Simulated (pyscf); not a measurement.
•O–Ga(F)–F + hydrogen (H₂) -> HO–Ga(F)–F + H atom (H•) (hydrogen abstraction; doublet surface; H–H broken, H–O formed). Structures and frequencies: ωB97X-D3(BJ)/def2-SVP in PySCF. Energies in kJ/mol from the separated reactants.

```csv
level,barrier,reaction energy
ωB97X-D3(BJ)/def2-TZVP,8.6,-65.3
r²SCAN/def2-TZVP,-7.0,-58.9
B3LYP-D3(BJ)/def2-TZVP,-1.2,-52.6
PBE0-D3(BJ)/def2-TZVP,___,-72.7
ωB97M-D3(BJ)/def2-TZVP,___,___
HF/def2-TZVP,71.6,-24.7
```

**Question.** Fill in the missing entries.

**Answer.** 
- PBE0-D3(BJ)/def2-TZVP, barrier: -2.2
- ωB97M-D3(BJ)/def2-TZVP, barrier: 9.7
- ωB97M-D3(BJ)/def2-TZVP, reaction energy: -67.6

At r²SCAN, B3LYP-D3(BJ), PBE0-D3(BJ) this geometry lies under the reactants; that is no barrier but a single point on another level's saddle; such a level's own saddle, if it has one, lies nearer that side and is low. This is the saddle that the search found; another between the same sides may lie lower. The angle at the transferred H is 152°. Elements up to Kr have no core potential and no relativistic terms here.
